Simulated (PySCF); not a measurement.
CF4. Atoms are numbered in the order given.

```xyz
5

F      0.7638    -0.7638     0.7638
C      0.0000     0.0000     0.0000
F     -0.7638    -0.7638    -0.7638
F     -0.7638     0.7638     0.7638
F      0.7638     0.7638    -0.7638
```

Geometry optimised at B3LYP-D3(BJ)/def2-SVP.

The numbers are results of TDDFT-PBE/def2-SVPD (PySCF), not measurements.

Vertical excitations; the highest root listed may be one member of a degenerate set. The molecule is in vacuum. State labels are in the subgroup D2.

Computed UV-visible absorptions:
| state | symmetry | energy (eV) | λ (nm) | f | main pairs |
|---|---|---|---|---|---|
| S1 | B2 | 10.65 | 116 | 0.000 | HOMO−1→LUMO (degenerate set) |
| S2 | B1 | 10.65 | 116 | 0.000 | HOMO−2→LUMO (degenerate set) |
| S3 | B3 | 10.65 | 116 | 0.000 | HOMO→LUMO (degenerate set) |
| S4 | B3 | 12.00 | 103 | 0.082 | HOMO−3→LUMO (degenerate set) |
| S5 | B1 | 12.00 | 103 | 0.082 | HOMO−5→LUMO (degenerate set) |
| S6 | B2 | 12.00 | 103 | 0.082 | HOMO−4→LUMO (degenerate set) |
| S7 | A | 12.25 | 101 | 0.000 | HOMO−1→LUMO+2 33 %, HOMO−2→LUMO+1 33 %, HOMO→LUMO+3 33 % |
| S8 | A | 12.28 | 101 | 0.000 | HOMO−1→LUMO+2, HOMO−2→LUMO+1 (degenerate set) |
| S9 | A | 12.28 | 101 | 0.000 | HOMO→LUMO+3, HOMO−2→LUMO+1 (degenerate set) |
| S10 | B2 | 12.28 | 101 | 0.000 | HOMO−2→LUMO+3, HOMO→LUMO+1 (degenerate set) |
| T1 | B2 | 10.55 | 118 | 0 | HOMO−1→LUMO (degenerate set) |
| T2 | B1 | 10.55 | 118 | 0 | HOMO−2→LUMO (degenerate set) |
| T3 | B3 | 10.55 | 118 | 0 | HOMO→LUMO (degenerate set) |
| T4 | B1 | 11.83 | 105 | 0 | HOMO−5→LUMO 97 % |
Triplets are in the Tamm–Dancoff approximation, which puts them higher than full response would, so one can lie above its singlet here.
